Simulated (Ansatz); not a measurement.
System: bcc K. Method: HSE06 (PAW; Ansatz, a quantum-chemistry and plane-wave program).

A relaxed, unreconstructed slab of the (100) face has 4 atoms, two equal faces of 28.609 Å² each and an energy of -6154.2172 eV. A bulk cell of 2 atoms with the same orientation and in-plane k mesh has -3077.3164 eV. Energies are extrapolated to zero smearing.

Numerical settings: plane-wave cutoff 500 eV, 6×6×1 k mesh (along the axes of the cell as run), Fermi–Dirac smearing 0.1 eV, scalar-relativistic PAW data made under PBE.

Worked out: γ = (E_slab − N E_bulk per atom)/2A = [-6154.2172 − 4 × (-3077.3164/2)]/(2 × 28.609) = 0.0073 eV/Å². With 16.022 J/m² per eV/Å² this is 0.12 J/m², or 0.21 eV per surface cell and face.

Note: exact exchange on metals is sensitive to the k mesh and can open a false gap; the run warned that the count of filled bands differs between k points; the run warned that its SCF threshold was loose for the stress; the run warned of electron density left in the vacuum; the run warned that its exchange threshold was loose for the stress.
